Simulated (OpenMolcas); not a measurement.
**CHP (methylidynephosphane): the energy, rung by rung**

The species is CHP (3 atoms), meant as a singlet with charge 0. SMILES: `C#P`. The shape is that of a GFN2-xTB optimisation.

```jsonl
{"atom": "C", "x (Å)": "-0.1371", "y (Å)": "0.0598", "z (Å)": "-0.0664"}
{"atom": "P", "x (Å)": "1.1492", "y (Å)": "-0.5127", "z (Å)": "0.5742"}
{"atom": "H", "x (Å)": "-1.0121", "y (Å)": "0.4528", "z (Å)": "-0.5078"}
```

Quantity: the energy change with the C1–P2 bond stretched from 1.547 to 1.934 Å, in eV. The values are calculated.

| level | kind | program | value (eV) | CPU time (all runs) |
| --- | --- | --- | --- | --- |
| HF/STO-3G (restricted) | Hartree–Fock | OpenMolcas | 5.13 | 2.5 s |
| SVWN5/STO-3G (restricted) | LDA | OpenMolcas | 3.30 | 4.2 s |
| PBE/STO-3G (restricted) | GGA | OpenMolcas | 3.13 | 4.8 s |
| r2SCAN/STO-3G (restricted) | meta-GGA | OpenMolcas | 3.45 | 5.4 s |
| B3LYP/STO-3G (restricted) | global hybrid | OpenMolcas | 3.50 | 4.9 s |
| M06-2X/STO-3G (restricted) | hybrid meta-GGA | OpenMolcas | ? | 5.2 s |
| PBE0/STO-3G (restricted) | global hybrid | OpenMolcas | ? | 4.4 s |
| B2PLYP/STO-3G (restricted) | double hybrid | OpenMolcas | 2.83 | 4.6 s |
| MP2/STO-3G (restricted) | perturbation theory | OpenMolcas | 2.04 | 2.6 s |
| CASPT2(4,4)/STO-3G | multireference | OpenMolcas | 2.82 | 2.7 s |

Estimate the missing values from the other rows.

As computed at these levels: M06-2X/STO-3G (restricted): 4.03 eV; PBE0/STO-3G (restricted): 3.74 eV. The first shape isn't each level's own minimum. The values span 2.04 to 5.13 eV. All rows use very small basis sets, so even the best lies far from the true value. Times are those of the runs behind each value, whatever else they computed, on shared processors of several kinds: orders of magnitude only.
